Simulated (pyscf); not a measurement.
Single points on ωB97X-D3(BJ)/def2-SVP structures (PySCF, gas phase).

Problem. HO–PH–OH + PH₃ -> HO–PH–O–PH₂ + H₂
Surface: singlet. Broken: H–O, H–P. Formed: O–P, H–H. Give ΔE‡ and ΔE from B3LYP-D3(BJ)/def2-TZVP, relative to the separated reactants.

Solution. ΔE‡ = 63.6 kcal/mol, ΔE = +7.4 kcal/mol. ωB97M-D3(BJ)/def2-TZVP gives 66.4 kcal/mol and +8.7 kcal/mol. Zero-point energy shifts the barrier by -1.9 kcal/mol. It is a four-centre exchange, with an imaginary mode of 1521i cm⁻¹. HO–PH–O–PH₂ lies 7.2 kcal/mol over its isomer HO–P(OH)–PH₂ (electronic energy, ωB97M-D3(BJ)/def2-TZVP). One saddle was located; it need not be the lowest between these sides.
